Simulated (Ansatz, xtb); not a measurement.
## Ranking isomers of H5NOSi

3 gas-phase structures of H5NOSi, found in a search over its isomers (lower ones may exist). Each was relaxed with GFN2-xTB:

A. `NO[SiH3]`, a singlet
B. `ON[SiH3]`, a singlet
C. `N[SiH2]O`, a singlet

Estimate their order in r2SCAN-D4/def2-SVP energy at these geometries, lowest first.

Calculated order at r2SCAN-D4/def2-SVP: C (0.0), A (70.1), B (77.5) kcal/mol.

Energies above the lowest of each column, in kcal/mol; the last columns are at PBE0-D3(BJ)/def2-SVP geometries:

```json
{"structure": "C", "GFN2-xTB": "0.0", "HF/STO-3G": "0.0", "r2SCAN-D4/def2-SVP": "0.0", "PBE0-D3(BJ)/def2-SVP": "0.0", "CCSD(T)/def2-TZVP": "0.0"}
{"structure": "A", "GFN2-xTB": "50.1", "HF/STO-3G": "34.4", "r2SCAN-D4/def2-SVP": "70.1", "PBE0-D3(BJ)/def2-SVP": "65.3", "CCSD(T)/def2-TZVP": "70.6"}
{"structure": "B", "GFN2-xTB": "64.3", "HF/STO-3G": "35.6", "r2SCAN-D4/def2-SVP": "77.5", "PBE0-D3(BJ)/def2-SVP": "75.4", "CCSD(T)/def2-TZVP": "83.7"}
```

Every level run on C puts it lowest or level with the lowest. Some further structures that were screened fall inside this span and aren't listed. Flexible structures stand in one conformer each, not always the lowest.

Programs: Ansatz 0.2.0, xtb 6.7.1.
